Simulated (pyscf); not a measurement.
# Hydrogen abstraction: `[OH][SiH2][F]` + `[H]` [doublet] -> `[O][SiH2][F]` [doublet] + `[H][H]`

Gas phase, doublet surface, charge 0. Bonds broken: O1–H4. Bonds formed: H4–H7. Structures and frequencies: ωB97X-D3(BJ)/def2-SVP in PySCF.

Transition state (Å):

```xyz
7

O     -1.2447    -0.7054     1.1249
Si    -0.0902     0.0011     0.1367
F     -0.5281     1.4963    -0.3104
H     -2.3608    -1.0335     0.3558
H      0.1220    -0.7735    -1.1074
H      1.1030     0.0849     1.0119
H     -2.8354    -1.1208    -0.3211
```

One imaginary mode, 929i cm⁻¹; descent along it reached the two sides named.

| bond | change | reactant side (Å) | saddle | product side |
|---|---|---|---|---|
| O1–H4 | breaks | 0.963 | 1.395 | 2.471 |
| H4–H7 | forms | 2.7 | 0.831 | 0.761 |

Electronic energies relative to the separated reactants (kcal/mol):

| level | barrier | reaction energy | reverse barrier |
|---|---|---|---|
| ωB97X-D3(BJ)/def2-TZVP | 19.4 | +15.2 | 4.1 |
| PBE/def2-TZVP | 13.6 | +14.9 | -1.4 |
| r²SCAN/def2-TZVP | 13.4 | +12.5 | 0.9 |
| B3LYP-D3(BJ)/def2-TZVP | 13.4 | +11.5 | 1.9 |
| PBE0-D3(BJ)/def2-TZVP | 18.0 | +16.5 | 1.6 |
| M06-2X/def2-TZVP | 22.7 | +17.1 | 5.6 |
| ωB97M-D3(BJ)/def2-TZVP | 20.0 | +15.6 | 4.4 |
| HF/def2-TZVP | 26.2 | +7.4 | 18.8 |

With ωB97M-D3(BJ)/def2-TZVP energies and thermal terms (ideal gas, 1 atm, RRHO with modes under 100 cm⁻¹ raised to 100, one conformer, R ln 2 for chiral ones without a mode under 150 cm⁻¹), in kcal/mol:

| T (K) | ΔH‡ | ΔG‡ | ΔH | ΔG |
|---|---|---|---|---|
| 298 | 17.9 | 24.9 | +14.4 | +13.6 |
| 600 | 17.6 | 32.2 | +14.3 | +12.8 |
| 900 | 17.3 | 39.6 | +13.9 | +12.1 |
| 1200 | 17.2 | 47.0 | +13.4 | +11.6 |

At PBE this geometry lies under the product side: in single points on another level's saddle the reverse barrier vanishes, and the forward threshold there is about the reaction energy. The same reactants have a lower exit, to HO–SiH•–F + H₂ (barrier +6.8 kcal/mol at ωB97M-D3(BJ)/def2-TZVP, against +20.0 kcal/mol here). •O–SiH₂–F lies 23.3 kcal/mol over its isomer HO–SiH•–F (electronic energy, ωB97M-D3(BJ)/def2-TZVP). One saddle was located; it need not be the lowest between these sides. The angle at the transferred H is 159°.
